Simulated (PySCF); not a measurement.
Gas-phase reaction: (CH3)3SiCl ⇌ SiH3Cl + C3H6 (cyclic)

Computed with PySCF (xtb for GFN2) and rigid-rotor harmonic-oscillator thermochemistry at 1 bar. † marks an energy on the PBE0/def2-TZVP geometry and frequencies; other levels use their own. MP2 and CCSD(T) freeze the core. 6-31G* has spherical d functions here. All species are closed-shell singlets. B3LYP is the form with VWN-RPA correlation. MP2 isn't extrapolated to the basis-set limit; its ΔH°(298 K) is 238.1 kJ in def2-SVP and 263.4 kJ in def2-TZVPP. CCSD(T) isn't extrapolated to the basis-set limit. The harmonic model lacks anharmonicity and excited electronic states, which grow with temperature; levels with a mode under 35 cm⁻¹ are left out. Internal rotation in (CH3)3SiCl is treated as a harmonic vibration of one conformer, which makes the entropy rough.

```csv
level,"ΔE electronic, kJ","ΔH°(298 K), kJ","ΔS°(298 K), J/K","ΔG°(1800 K), kJ"
B3LYP/def2-TZVP†,252,238,125,45
CCSD(T)/def2-SVP†,244,229,125,36
GFN2-xTB,42,21,111,-154
HF/6-31G*,240,226,128,28
MP2/def2-TZVPP†,278,263,125,70
PBE0/def2-TZVP,265,250,125,57
LDA/def2-TZVP†,286,271,125,78
```
ΔH° is lowest at GFN2-xTB and highest at LDA/def2-TZVP†. No reference value is set beside these.
